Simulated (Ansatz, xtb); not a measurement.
A geometry optimisation of C2H2B+ with r2SCAN-D4/def2-SVP

The starting geometry of this gas-phase singlet was built from a drawn formula by distance geometry and a force field; its bonds are those of `B1[C+]=C1`.

```yaml
atoms:
  - { symbol: C, position_ang: [-0.1534, -1.5948, 0.5566] }
  - { symbol: C, position_ang: [1.1946, -1.7090, 0.6393] }
  - { symbol: B, position_ang: [0.2668, -1.9740, 1.8792] }
  - { symbol: H, position_ang: [0.0056, -2.1610, 2.9969] }
  - { symbol: H, position_ang: [2.1854, -1.6616, 0.2031] }
```

Predict what it relaxes into with r2SCAN-D4/def2-SVP.

A bond breaks, leaving `[BH+]C#C`. Contacts that open: C2–B3 (1.57 → 2.66 Å).

The energy falls by 1.63 eV over 15 steps:

| step | E − E(last) (eV) |
| --- | --- |
| 1 | 1.630 |
| 3 | 0.707 |
| 4 | 0.628 |
| 6 | 0.507 |
| 7 | 0.451 |
| 9 | 0.307 |
| 10 | 0.196 |
| 12 | 0.009 |
| 13 | 0.001 |
| 15 | 0.000 |

Final geometry (Å):

```yaml
atoms:
  - { symbol: C, position_ang: [0.7565, -1.8061, 1.1797] }
  - { symbol: C, position_ang: [1.4899, -1.6255, 0.2052] }
  - { symbol: B, position_ang: [-0.0899, -2.0146, 2.3043] }
  - { symbol: H, position_ang: [-0.7943, -2.1879, 3.2401] }
  - { symbol: H, position_ang: [2.1368, -1.4662, -0.6543] }
```

From the same start GFN2-xTB reaches the same bonding as this run.

The end wasn't checked by frequencies. Run with Ansatz 0.2.0, 44 s on 1 thread of Intel(R) Xeon(R) Processor @ 2.50GHz (Skylake/Cascade Lake) (shared host).
